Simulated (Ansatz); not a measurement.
Species: tetrachloromethane, CCl₄, charge 0, multiplicity 1. SMILES: ClC(Cl)(Cl)Cl
Geometry from a B3LYP-D3(BJ)/def2-TZVP (Ansatz, a first-principles code) optimisation:
```
C
Cl 1 1.7795
Cl 1 1.7795 2 109.47
Cl 1 1.7795 2 109.47 3 -120.00
Cl 1 1.7795 2 109.47 4 -120.00
```

Wanted: enthalpy of formation at 298 K, in kcal/mol. Terms: dispersion terms only where a functional's name holds one; UHF or UKS for open shells; no spin-orbit coupling; LANL2DZ with its own core potentials from Na on; non-relativistic. First-principles rows: single points at B3LYP-D3(BJ) geometries (Ansatz), with unscaled harmonic terms from B3LYP/6-31G* (Ansatz) at its own minima, enthalpies of formation by atomisation with measured atoms.

```json
[
 {"species": "ClC(Cl)(Cl)Cl", "coefficient": "+1", "E at B3LYP/LANL2DZ (Ansatz), Eh": "-97.81452", "E at PBE0/def2-TZVPD (Ansatz), Eh": "-1878.30485", "H(298 K) - E, kcal/mol": "9.96"},
 {"species": "C atom", "coefficient": "-1", "E at B3LYP/LANL2DZ (Ansatz), Eh": "-37.85342", "E at PBE0/def2-TZVPD (Ansatz), Eh": "-37.80543", "H(298 K) - E, kcal/mol": "-"},
 {"species": "Cl atom", "coefficient": "-4", "E at B3LYP/LANL2DZ (Ansatz), Eh": "-14.89606", "E at PBE0/def2-TZVPD (Ansatz), Eh": "-459.99797", "H(298 K) - E, kcal/mol": "-"}
]
```

The atoms take no thermal term, since their enthalpies of formation at 0 K are used: the result is the sum of coefficient times E, plus the molecule's thermal term, plus number times (enthalpy of formation minus H(298) - H(0)) over the atoms. Measured values of the atoms (G2/97 table in ASE), kcal/mol:

```csv
atom,number,enthalpy of formation of the gas at 0 K,H(298) - H(0) of the element's standard state
C,1,169.98,0.25
Cl,4,28.59,1.10
```

Measured values: Active Thermochemical Tables 1.112 (ions: stationary electron), as tabulated in the package chemicals; they hold spin-orbit and core effects, anharmonicity.  Value to compare with, the measured value: -23.3 kcal/mol. 1 Eh = 627.5095 kcal/mol.

Task: Work the quantity out at each level, and compare with the measured value.

Result: 
- B3LYP/LANL2DZ: the sum of coefficient times E is -0.37686 Eh, or -236.48 kcal/mol; the thermal terms add 9.96; the atoms' measured terms add 279.69. Result: 53.2 kcal/mol. Its error against the measured value is 76.5 kcal/mol.
- PBE0/def2-TZVPD: the sum of coefficient times E is -0.50754 Eh, or -318.49 kcal/mol; the thermal terms add 9.96; the atoms' measured terms add 279.69. Result: -28.8 kcal/mol. Its error against the measured value is -5.5 kcal/mol.
